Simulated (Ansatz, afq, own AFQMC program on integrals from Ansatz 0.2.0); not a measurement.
Two steps: Ansatz 0.2.0 writes the Fock matrix and Cholesky factors of the valence space, and afq projects on them the lowest state that overlaps trial and start.

```yaml
crystal:
  periodic: [false, false, false]
  atoms:
    - {symbol: B, position_ang: [0.000000, 0.000000, -1.467200]}
    - {symbol: N, position_ang: [0.000000, 0.000000, -0.205200]}
    - {symbol: Ga, position_ang: [0.000000, 0.000000, 1.672400]}
basis:
  gaussian: {orbitals: cc-pVDZ}
magnetization: {spin_polarized: true, initial_magnetization: 3}
correlation: {method: ccsd_t, electrons: outside_noble_gas, hamiltonian_folder: ham}
```

```sh
$ ansatz run in.yaml --threads 1 --pin off --events-out ev --progress --plain --max-ram 1843MiB
```

afq runs on the folder ham with

```
--method phaseless --trial hf --walkers 120 --populations 1 --least-time 40 --time-step 0.005 --steps-per-block 20 --equilibration-blocks 112 --max-blocks 600 --target-error 0.0012000 --factor-cut 1e-05 --start spin_pure --seed 1274 --taylor-order 6
```

Times are imaginary, in 1/Eh. The walk had a cap of 1462 s. Filled inner d shells are frozen with the cores.

afq prints:

```
orbitals 39  electrons 7 4  factors 300 of 593
reference energy -2002.23707437 Eh
CCSD correlation -0.24792132 Eh in 13 cycles, weight of the determinant in the CISD state 0.8699
energy of the start -2002.240046 Eh
 block  time / (1/Eh)  mean weight  energy / Eh
     1     0.100  1.0005  -2002.304078
     2     0.200  1.0012  -2002.339321
     3     0.300  1.0017  -2002.379616
     4     0.400  1.0032  -2002.391947
     5     0.500  1.0001  -2002.406300
     8     0.800  1.0025  -2002.436623
    18     1.800  1.0025  -2002.508981
    69     6.900  1.0009  -2002.525646
   120    12.000  1.0004  -2002.533907
   171    17.100  0.9991  -2002.460627
   188    18.800  0.9948  -2002.446990
   222    22.200  1.0028  -2002.501081
   273    27.300  0.9985  -2002.456283
   324    32.400  1.0005  -2002.497284
   375    37.500  0.9994  -2002.488588
   426    42.600  0.9995  -2002.484445
   477    47.700  1.0011  -2002.531168
   528    52.800  1.0043  -2002.482182
   579    57.900  0.9989  -2002.555782
   630    63.000  1.0016  -2002.491415
   681    68.100  1.0025  -2002.490844
   698    69.800  0.9993  -2002.468927
blocks merged  error / Eh  count
     1  0.001194  600
     2  0.001537  300
     4  0.001945  150
     8  0.002519  75
    16  0.003049  37
    32  0.003091  18
    64  0.003648  9
energy -2002.499136 +/- 0.003091 Eh
(rows thinned)
```

The run passed its tests (sampling time, drift between the halves within three errors, error under three times the target), which doesn't prove that it has relaxed.

Against this walk (error 84.1 meV) on the same determinant: CCSD(T) 69.7 meV higher (within the noise), CCSDT(Q) 2.2 meV higher (within the noise), a separate phaseless walk with a CISD trial and standard settings 73.3 ± 86.1 meV higher (within the noise). The error is statistical and leaves out the bias of the constraint. The determinant has ⟨S²⟩ = 3.86, so the low cluster orders mix in higher spin (the high orders can go on to a lower state of that spin), while the walk starts as a pure quartet.

Cautions: constraint bias not in the error; error above the target (84.1 against 32.7 meV); no relativity below Rb; no spin-orbit coupling; inner d shell frozen; another spin lies lower (by 3.20 eV); unrestricted determinant spin contaminated (⟨S²⟩ 3.86 against 3.75).

The walk took 5.2 min on 1 thread of Arm Neoverse V1, with other jobs on the host. The log's last line is the phaseless energy.

CCSDT and higher add their correlation energy to the determinant of the CCSD(T) run, since their own runs factorise the integrals more tightly (a shift of under 2 meV). A walk keeps the symmetry of its determinant, which the program's search chose and which needn't be the lowest solution, so a lower state of the same spin and another symmetry isn't excluded.
